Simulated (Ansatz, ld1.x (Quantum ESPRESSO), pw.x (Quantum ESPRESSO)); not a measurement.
## From atom to crystal: TM potential for Tc

* Element: Tc (Z = 43)
* Generator: ld1.x (Quantum ESPRESSO) 7.5
* Type: norm-conserving Troullier–Martins (Kleinman–Bylander form)
* Functional: PBEsol
* Relativity: scalar-relativistic
* Frozen core: [Kr]
* Valence charge: 7
* Reference configuration: 4d5 5s2 5p0
* Partial waves: 5p (bound, empty): rc 3.55 bohr; 4d (bound): rc 1.25 bohr; 5s (bound): rc 2.15 bohr
* Local potential: the s channel
* Core correction: none

Atomic tests: cutoffs needed: 60 Ry and 90 Ry (the cutoffs (Ry, on a coarse ladder) from which the occupation-weighted sum of valence levels, in a spherical-Bessel basis at the reference potential, stays within 10 and 1 mRy of its value at 400 Ry); ghost test: no extra level below or beside the all-electron valence levels (p, d, s, f tested) (spherical-Bessel basis up to 400 Ry, 20 bohr box); largest excitation error: -94 meV (all-electron minus pseudo) for 4d4 5s2 5p1, out of 7 test configurations.

Crystal test: fcc Tc in pw.x 7.5, no spin, 15³ k-points, Fermi–Dirac smearing 0.01 Ry, cutoffs 110/440 Ry. The reference is all-electron LAPW (Ansatz 0.2.0) with the same functional, mesh and smearing; V0 and B0 come from Birch–Murnaghan fits to the pressures at five volumes. Errors are pseudo minus all-electron; Δ is the rms difference of the E(V) curves that follow from these fits, minima aligned, over ±6 % about the mean V0. Mesh and smearing are coarse, so the numbers serve the comparison and aren't converged zero-temperature values; the lattice is a test structure that the element need not adopt.

All-electron: a0 = 3.833 Å (V0 = 14.08 Å³/atom), B0 = 322.9 GPa.

Problem. How far does the potential miss the all-electron equation of state?

Solution. mean pressure error (GPa): +21.19. The pressure does not cross zero within the volumes sampled, so no fit is given. The largest radius (3.55 bohr) exceeds half the bond length (2.56 bohr), so the spheres overlap, which is one possible source of error among others. This is a poor potential for the solid.

```json
{"V (Å³/atom)": "13.392", "P all-electron (GPa)": "18.14", "P pseudo (GPa)": "43.15"}
{"V (Å³/atom)": "13.745", "P all-electron (GPa)": "8.27", "P pseudo (GPa)": "31.17"}
{"V (Å³/atom)": "14.097", "P all-electron (GPa)": "-0.35", "P pseudo (GPa)": "20.66"}
{"V (Å³/atom)": "14.449", "P all-electron (GPa)": "-7.86", "P pseudo (GPa)": "11.44"}
{"V (Å³/atom)": "14.802", "P all-electron (GPa)": "-14.40", "P pseudo (GPa)": "3.35"}
```

Problem. At the middle volume, how do free energy and pressure move when the wave cutoff is lowered (ecutrho kept at four times it)?

Solution.

```tsv
cutoff (Ry)	shift of F (meV/atom)	shift of P (GPa)
50	+301.2	-12.24
66	+52.9	-2.71
88	+3.3	-0.32
```

The run at the middle volume (120 k-points, 7 iterations) took about 30 s on one core of a shared host (Neoverse-V1, 32 threads, 247 GiB, load 12).
